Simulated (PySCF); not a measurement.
**Orbital energies and ionisation energy**

Species: 5-methylisoxazole, C₄H₅NO.
Z-matrix (Å and degrees, PBE0-D3(BJ)/def2-SVP geometry), rows numbered from 1:
```
C 
C   1  1.4808
C   2  1.3659  1  133.89
C   3  1.4201  2  103.20  1  -179.92
N   4  1.3064  3  111.77  2    -0.01
O   2  1.3389  1  117.15  3  -179.92
H   1  1.0969  2  110.25  3    -0.79
H   1  1.1007  2  110.79  3  -121.19
H   1  1.1009  2  110.80  3   119.56
H   3  1.0863  2  127.96  1     0.13
H   4  1.0901  3  129.03  2   179.99
```

Level: CAM-B3LYP/def2-SVPD (PySCF). Frontier orbitals with their largest atomic shares (Löwdin; up to four atoms above 4 %):

| orbital | ε (eV) | main atoms |
| --- | --- | --- |
| HOMO−3 | -12.60 | O6 44 %, C2 14 %, C3 13 %, N5 9 % |
| HOMO−2 | -10.16 | N5 63 %, O6 13 %, C4 12 %, C3 4 % |
| HOMO−1 | -10.06 | O6 31 %, C4 29 %, C3 17 %, N5 14 % |
| HOMO | -8.79 | ? |
| LUMO | 0.75 | N5 22 %, C2 21 %, C4 16 %, O6 15 % |
| LUMO+1 | 1.23 | C1 28 %, C3 15 %, H7 12 %, C2 9 % |
| LUMO+2 | 1.96 | C4 27 %, H11 20 %, C3 11 %, H10 11 % |

**Question.** What vertical ionisation energy does ΔSCF give, and how far is −ε(HOMO) from it?

**Answer.** ΔSCF: 9.67 eV (933 kJ/mol; threshold wavelength 128 nm); ⟨S²⟩ of the doublet left behind is 0.779, against 0.75 for a pure doublet. −ε(HOMO) is 8.79 eV, 0.88 eV below it. In exact Kohn–Sham theory the two would be equal; CAM-B3LYP (range-separated hybrid) falls short of its own ΔSCF value by 9 %. Holes in the HOMO−1 and HOMO−2 were tried too where these lie within 1.2 eV of the HOMO; the lowest converged state counts.

**Question.** On which atoms does the HOMO lie?

**Answer.** N5 (pyridine-type nitrogen) 26 %, C2 (substituted aromatic carbon) 25 %, C3 (aromatic CH carbon) 25 %, C4 (aromatic CH next to a ring nitrogen) 8 %, so no atom holds as much as 40 %. The HOMO−1 lies 1.27 eV lower.

**Question.** With α = 55.0 au, estimate the like-pair dispersion coefficient by London's formula C6 = (3/4)α²I.

**Answer.** I = 0.3553 Eh, so C6 ≈ 805 au, a rough estimate.

**Question.** How many of the 10 lowest singlet excitations (vertical TDDFT, same level) lie below the ionisation energy?

**Answer.** All 10; they run from 6.45 to 8.78 eV.

**Question.** What total energies stand behind the ΔSCF value?

**Answer.** E(N) = -285.02636 Eh and E(N − 1) = -284.67108 Eh at the same geometry, 0.35528 Eh apart.

**Question.** What kinetic energy would electrons from this vertical process carry with He I light (21.218 eV)?

**Answer.** 21.22 − 9.67 = 11.55 eV.

Isolated species at its PBE0-D3(BJ)/def2-SVP geometry, gas phase.

These values come from a run that also computed excited states and ΔSCF ions. The run took 60 s on Arm Neoverse N1, one thread, on a shared host.
